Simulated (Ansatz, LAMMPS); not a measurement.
bcc Ba, bulk modulus

Reference value: 9.3 GPa (measured, corrected for temperature and zero-point phonon effects, sources range from 9.3 to 10.6; as tabulated in Levämäki et al. (2014), arXiv:1402.3671).

Task: What do Lennard-Jones uff-vdw, LDA, PBE, rVV10, r²SCAN, r²SCAN+rVV10, PBE0 give, and how far is each from the reference?

Result: 
| level (code) | value (GPa) | cell (Å³/atom) | error (%) |
|---|---|---|---|
| Lennard-Jones uff-vdw (LAMMPS) | 4.9 | 33.81 | -47 |
| LDA (Ansatz) | 10.2 | 53.82 | +9.7 |
| PBE (Ansatz) | 8.7 | 63.30 | -6.5 |
| rVV10 (Ansatz) | 10.1 | 59.59 | +8.6 |
| r²SCAN (Ansatz) | 8.4 | 65.17 | -9.7 |
| r²SCAN+rVV10 (Ansatz) | 8.6 | 62.87 | -7.5 |
| PBE0 (Ansatz) | 8.4 | 67.77 | -9.7 |

Leaving aside Lennard-Jones uff-vdw, which can be fitted to such values or carry a doubt: With a margin of 13.5 % (twice that across the reference) picked here for doubts on the reference and the settings, these levels can't be ranked.

Lennard-Jones uff-vdw: this is a force field's van der Waals term alone, without bonds or charges. Lennard-Jones uff-vdw: pair potentials favour close packing, so symmetry can be all that holds this lattice. Each level is taken at its own relaxed cell. Cutoffs and k meshes differ between the levels. Ansatz's density-functional and Hartree–Fock values are scalar-relativistic unless marked +SOC, with PAW data made under PBE.

Differences are worked out from the printed values.

Ansatz is a program for electronic structure.
